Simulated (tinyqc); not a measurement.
Worked calculation (part 2 of 2): coupled-perturbed Hartree-Fock on RHF in the sto-3g basis, for H2O, spin multiplicity 1. Computed by tinyqc, a small Python program that keeps every step (integrals from PySCF). Command: `OMP_NUM_THREADS=1 python tinyqc.py 30449 30450 out.jsonl` (the two numbers bound the seeds that draw the settings). One thread of a shared host (Intel(R) Xeon(R) Processor @ 2.60GHz), about 0.2 s of CPU time with the checks.

Geometry (angstrom):
```
atom         x          y         z
O     0.000000   0.000000  0.000000
H     0.000000   0.715000  0.540000
H     0.000000  -0.715000  0.540000
```

## Integrals over molecular orbitals

coefficients C:
```
              MO1        MO2        MO3        MO4       MO5        MO6        MO7
1O 1s    0.993971  -0.230836   0.000000   0.104849  0.000000  -0.141479   0.000000
1O 2s    0.028019   0.812121   0.000000  -0.548707  0.000000   1.003598   0.000000
1O 2px   0.000000   0.000000   0.000000   0.000000  1.000000   0.000000   0.000000
1O 2py   0.000000   0.000000   0.608502   0.000000  0.000000   0.000000   1.033064
1O 2pz   0.004937   0.150338   0.000000   0.795260  0.000000   0.738689   0.000000
2H 1s   -0.006722   0.161830   0.439374   0.250446  0.000000  -0.847355  -0.900101
3H 1s   -0.006722   0.161830  -0.439374   0.250446  0.000000  -0.847355   0.900101
```

core Hamiltonian H = T + V (hartree), lower triangle:
```
             1O 1s      1O 2s     1O 2px     1O 2py     1O 2pz      2H 1s      3H 1s
1O 1s   -32.796447
1O 2s    -7.630683  -9.402147
1O 2px    0.000000   0.000000  -7.512448
1O 2py    0.000000   0.000000   0.000000  -7.695986
1O 2pz   -0.021354  -0.244635   0.000000   0.000000  -7.617137
2H 1s    -2.025595  -4.150071   0.000000  -2.198035  -1.745296  -5.341014
3H 1s    -2.025595  -4.150071   0.000000   2.198035  -1.745296  -1.883771  -5.341014
```

Given earlier and not repeated: Two-electron integrals (ij|kl) in chemists' order.

(pq|rs) = sum C_ip C_jq C_kr C_ls (ij|kl), one index at a time.

one-electron integrals over orbitals h = C^T H C (hartree), lower triangle:
```
            1          2          3          4          5          6          7
1  -32.778220
2    0.556060  -7.745371
3    0.000000   0.000000  -6.535129
4   -0.241446   0.370352   0.000000  -7.149040
5    0.000000   0.000000   0.000000   0.000000  -7.512448
6    0.327151  -1.442286   0.000000  -0.970290   0.000000  -5.333684
7    0.000000   0.000000  -1.690909   0.000000   0.000000   0.000000  -5.639828
```

Two-electron integrals over orbitals (pq|rs), unique and non-zero (hartree):
```
(11|11) 4.743352    (21|11) -0.412959   (21|21) 0.057369    (22|11) 1.002740
(22|21) -0.012075   (22|22) 0.734929    (31|31) 0.011282    (32|31) 0.018368
(32|32) 0.149874    (33|11) 0.818747    (33|21) -0.004352   (33|22) 0.658969
(33|33) 0.651228    (41|11) 0.186829    (41|21) -0.022156   (41|22) 0.017583
(41|33) 0.006780    (41|41) 0.028983    (42|11) -0.114708   (42|21) 0.009575
(42|22) 0.016629    (42|33) 0.008093    (42|41) 0.019394    (42|42) 0.119996
(43|31) -0.003824   (43|32) 0.015313    (43|43) 0.044443    (44|11) 1.025486
(44|21) -0.014610   (44|22) 0.681101    (44|33) 0.613598    (44|41) -0.012536
(44|42) -0.104895   (44|44) 0.816608    (51|51) 0.026086    (52|51) 0.032236
(52|52) 0.142717    (53|53) 0.030049    (54|51) -0.013801   (54|52) -0.046965
(54|54) 0.058460    (55|11) 1.115326    (55|21) -0.011553   (55|22) 0.746902
(55|33) 0.641448    (55|41) 0.005189    (55|42) -0.061332   (55|44) 0.743271
(55|55) 0.880159    (61|11) -0.255529   (61|21) 0.038309    (61|22) -0.000458
(61|33) -0.000146   (61|41) -0.001912   (61|42) 0.019869    (61|44) -0.020354
(61|55) -0.006552   (61|61) 0.033752    (62|11) 0.323629    (62|21) -0.006945
(62|22) 0.146005    (62|33) 0.079679    (62|41) 0.018642    (62|42) 0.018209
(62|44) 0.099623    (62|55) 0.164202    (62|61) 0.005205    (62|62) 0.104357
(63|31) 0.003336    (63|32) -0.041251   (63|43) -0.024461   (63|63) 0.069278
(64|11) 0.196275    (64|21) -0.001555   (64|22) 0.084371    (64|33) 0.040777
(64|41) 0.003300    (64|42) -0.021323   (64|44) 0.111628    (64|55) 0.101379
(64|61) 0.000743    (64|62) 0.059673    (64|64) 0.057116    (65|51) 0.016913
(65|52) 0.062250    (65|54) -0.004896   (65|65) 0.040566    (66|11) 0.809145
(66|21) -0.006757   (66|22) 0.622009    (66|33) 0.579543    (66|41) 0.022401
(66|42) 0.062447    (66|44) 0.549643    (66|55) 0.592418    (66|61) 0.007751
(66|62) 0.096885    (66|64) 0.041802    (66|66) 0.599958    (71|31) 0.015912
(71|32) 0.023920    (71|43) -0.005606   (71|63) 0.004205    (71|71) 0.022519
(72|31) 0.013492    (72|32) 0.034243    (72|43) -0.034408   (72|63) 0.036946
(72|71) 0.017959    (72|72) 0.059317    (73|11) 0.360166    (73|21) -0.007859
(73|22) 0.128864    (73|33) 0.092070    (73|41) -0.001189   (73|42) -0.073623
(73|44) 0.167077    (73|55) 0.184674    (73|61) -0.007560   (73|62) 0.079263
(73|64) 0.067853    (73|66) 0.035497    (73|73) 0.149352    (74|31) -0.010154
(74|32) -0.077330   (74|43) 0.009029    (74|63) 0.039917    (74|71) -0.013978
(74|72) -0.016281   (74|74) 0.067518    (75|53) 0.023538    (75|75) 0.024008
(76|31) 0.010016    (76|32) 0.103355    (76|43) 0.040540    (76|63) -0.063884
(76|71) 0.013260    (76|72) -0.012166   (76|74) -0.056348   (76|76) 0.116466
(77|11) 0.884261    (77|21) -0.009774   (77|22) 0.631985    (77|33) 0.623487
(77|41) 0.004251    (77|42) -0.011238   (77|44) 0.620672    (77|55) 0.632213
(77|61) -0.005920   (77|62) 0.072134    (77|64) 0.037222    (77|66) 0.571772
(77|73) 0.093172    (77|77) 0.629690
```

## Response to a field: uncoupled start

orbital energies (hartree): MO1 -20.233989, MO2 -1.300974, MO3 -0.654027, MO4 -0.457402, MO5 -0.395709, MO6 0.666765, MO7 0.822693

dipole integrals <a|z|i> (bohr):
```
          i1         i2         i3         i4        i5
a6  0.042112  -0.132202   0.000000  -0.415262  0.000000
a7  0.000000   0.000000  -0.606178   0.000000  0.000000
```

Field along z; U_ai = -mu_ai / (e_a - e_i), alpha = -4 sum U_ai mu_ai.

uncoupled U:
```
           i1        i2        i3        i4        i5
a6  -0.002015  0.067185  0.000000  0.369395  0.000000
a7   0.000000  0.000000  0.410490  0.000000  0.000000
```

uncoupled polarisability = 1.644771 bohr^3

## Coupled step 1

U_ai = -(mu_ai + sum_bj [4 (ai|bj) - (ab|ij) - (aj|bi)] U_bj) / (e_a - e_i); alpha = -4 sum U_ai mu_ai.

U after step 1:
```
           i1        i2        i3        i4        i5
a6  -0.000925  0.019000  0.000000  0.416970  0.000000
a7   0.000000  0.000000  0.403386  0.000000  0.000000
```

polarisability = 1.680906 bohr^3

## Coupled step 2

As before.

U after step 2:
```
           i1        i2        i3        i4        i5
a6  -0.000806  0.009242  0.000000  0.439203  0.000000
a7   0.000000  0.000000  0.402190  0.000000  0.000000
```

polarisability = 1.709756 bohr^3

## Coupled polarisability

Repeat until U stops changing; compare with -d2E/dF2.

Course of the coupled iterations:
```
step  alpha (bohr^3)
0           1.644771
1           1.680906
2           1.709756
3           1.718274
4           1.721255
5           1.722349
6           1.722769
7           1.722935
8           1.723001
9           1.723029
10          1.723040
11          1.723044
12          1.723046
13          1.723047
14          1.723047
15          1.723047
16          1.723048
17          1.723048
18          1.723048
19          1.723048
```

coupled polarisability = 1.723048 bohr^3

finite-field check, fields of +/-0.001 au = 1.723048 bohr^3
